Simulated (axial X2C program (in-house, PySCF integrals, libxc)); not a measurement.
MgH: from Re and ωe to a spectrum

A bond curve at the CCSD(T) level, two-component, was computed with an axial X2C code built on PySCF integrals (basis Mg dyall-cv3z [9s8p6d3f], H dyall-v3z [6s2p1d] (cores contracted in-house)) for the state Ω = 1/2 (⟨Sz⟩ = 0.50, ⟨Lz⟩ = 0.00 at HF). Its fit gives Re = 1.7391 Å, ωe = 1489.3 cm⁻¹, ωexe = 30 cm⁻¹ and αe = 1.708e-01 cm⁻¹; the masses are 23.9850 and 1.0078 u. Two-component means X2C with spin–orbit coupling and atomic mean-field Coulomb and Gaunt terms.

Correlated methods: 3 electrons correlated (number of frozen shells: Mg 2 s, 1 p; H none), 175 virtual spin orbitals or spinors in MP2, 46 natural virtuals in coupled cluster.

Q: Find the reduced mass, Be and the force constant.

A: From the CCSD(T) values: μ = 0.9672 u. Be = 16.8576/(μ Re²) = 5.763 cm⁻¹. k = 5.8918×10⁻⁷ μ ωe² = 1.26 mdyn/Å.

Q: Scale the constants to the deuteride (D 2.0141 u) within the Born–Oppenheimer picture.

A: ρ = √(μH/μD) = 0.7215; ωe = 1074.5, ωexe = 15.6, Be = 3 cm⁻¹; the zero-point energy falls by 204 cm⁻¹.

Q: Where do the fundamental and the first overtone lie?

A: ν(1←0) = ωe − 2ωexe = 1429.3 cm⁻¹; ν(2←0) = 2ωe − 6ωexe = 2798.6 cm⁻¹.

Q: A Morse curve ties αe to the other constants (Pekeris). How well does that hold?

A: αe(Morse) = 6Be²/ωe × (√(ωexe/Be) − 1) = 1.715e-01 cm⁻¹; the CCSD(T) curve gives 1.708e-01 cm⁻¹, a ratio of 1.00.

Q: Estimate De from a Morse curve and compare with the computed well depth of 1.399 eV to Mg + H.

A: De(Morse) = ωe²/(4ωexe) = 2.292 eV against 1.399 eV computed, a ratio of 1.64. The extrapolation overshoots: the well softens faster than a Morse curve, or the lowest atomic limit lies below the one to which the curve heads.

Occupations by symmetry block were frozen at the best pattern of an incomplete PBE0 search. De is counted from the lowest determinant-based energies of the atoms at the same level, without counterpoise correction. CCSD and (T) use frozen natural virtuals with an MP2 correction for the truncation; (T) itself is uncorrected, so its De runs slightly low.
